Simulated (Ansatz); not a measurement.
Input for Ansatz (development build ahead of 0.2.0):

```yaml
crystal:
  periodic: [false, false, false]
  atoms:
    - { symbol: "N", position_ang: [0.0, 0.0, -0.59917] }
    - { symbol: "N", position_ang: [0.0, 0.0, 0.59917] }
basis:
  gaussian: { orbitals: def2-TZVP }
total_charge: 1
magnetization:
  spin_polarized: true
  initial_magnetization: 1
hamiltonian:
  xc: hf
correlation:
  method: mp2
  frozen_orbitals: { "N": 1 }
```

The input is written out in the form of the current development build from the run's settings.

Output:

```yaml
Converged: yes
Reference_energy: -108.42192 hartree
Correlation_energy: -0.29488 hartree
Total_energy: -108.71680 hartree
Spin_squared_of_the_determinant: 0.951
```

Caution: the unrestricted determinant is spin contaminated; MP2 on this radical cation hangs on the determinant chosen.
